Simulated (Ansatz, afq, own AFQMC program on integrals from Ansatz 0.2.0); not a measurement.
## BHBr, quartet: AFQMC among the cluster methods

```xyz
3

B     0.0000   -0.1881    1.7151
Br    0.0000    0.0118   -0.2522
H     0.0000    1.0856    1.5985
```

Connectivity, by distances: BH–Br.

Basis cc-pVDZ. Only valence electrons are correlated. Ansatz 0.2.0 and our own AFQMC program on the same integrals; the CISD trial comes from CCSD amplitudes, and released means the phaseless constraint is let go. Error bars are statistical, one sigma. No spin–orbit coupling.

Determinant: UHF, the one that the program's search chose, which needn't be the lowest solution. The geometry is a point of a scan.

No full CI on the walks' own integrals is used here; CCSDT(Q) serves as the reference and is uncertain by about the last step of the cluster series.

Cautions: no relativity below Rb; no spin-orbit coupling; inner d shell frozen; lower spins were not checked.

The T1 diagnostic is 0.0158 and the weight of the determinant in the CISD state is 0.901. The ⟨S²⟩ of the determinant is 3.767. The size of the correlated space is 11 electrons in 31 orbitals.

Reference: CCSDT(Q), correlation energy -5.279 eV. The released energy is read at 2.40 1/Eh (meV from the phaseless value at times in 1/Eh: 9 ± 12 at 0.24, 3 ± 8 at 0.51, -9 ± 9 at 0.99, -11 ± 15 at 1.62, 6 ± 11 at 2.40).

```
         level  E − E(reference) (kJ/mol)  share of correlation (%)
            HF                      509.4                      0.00
           MP2                       80.2                     84.26
          CCSD                       16.3                     96.81
       CCSD(T)                        3.1                     99.38
         CCSDT                        1.0                     99.80
   ph-AFQMC/HF                 14.7 ± 4.1                     97.11
 ph-AFQMC/CISD                 -0.4 ± 1.0                    100.09
released AFQMC                  0.1 ± 1.1                     99.97
```

A walk keeps the symmetry of its determinant, which the program's search chose and which needn't be the lowest solution, so a lower state of the same spin and another symmetry isn't excluded. Released energies are given only where the last usable release times agree within the noise; a slower fall can still hide under it.
